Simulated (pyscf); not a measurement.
Structures and frequencies: ωB97X-D3(BJ)/def2-SVP in PySCF.

**Question.** For H₃C–CH₂–CH₃ + Cl• → H₃C–CH₂–Cl + CH₃•, a substitution at C (doublet surface; C–C broken, C–Cl formed), PBE/def2-TZVP gives ΔE‡ = 25.5 kcal/mol and ΔE = +4.8 kcal/mol (zero: the separated reactants). In which direction and how far do r²SCAN/def2-TZVP, M06-2X/def2-TZVP, ωB97M-D3(BJ)/def2-TZVP move these?

**Answer.** r²SCAN: ΔE‡ = 26.3 kcal/mol, ΔE = +2.8 kcal/mol; M06-2X: ΔE‡ = 35.0 kcal/mol, ΔE = +7.5 kcal/mol; ωB97M-D3(BJ): ΔE‡ = 36.1 kcal/mol, ΔE = +8.0 kcal/mol. PBE's barrier lies under all of them, by 0.8 to 10.6 kcal/mol. Its reaction energy lies among theirs. The same reactants have a lower exit, to H₃C–CH•–CH₃ + HCl (highest point, the separated products, at -0.9 kcal/mol at ωB97M-D3(BJ), against +36.1 kcal/mol here). One saddle was located; it need not be the lowest between these sides. The angle at the attacked C is 160°. Left out: the spin-orbit lowering of Cl.
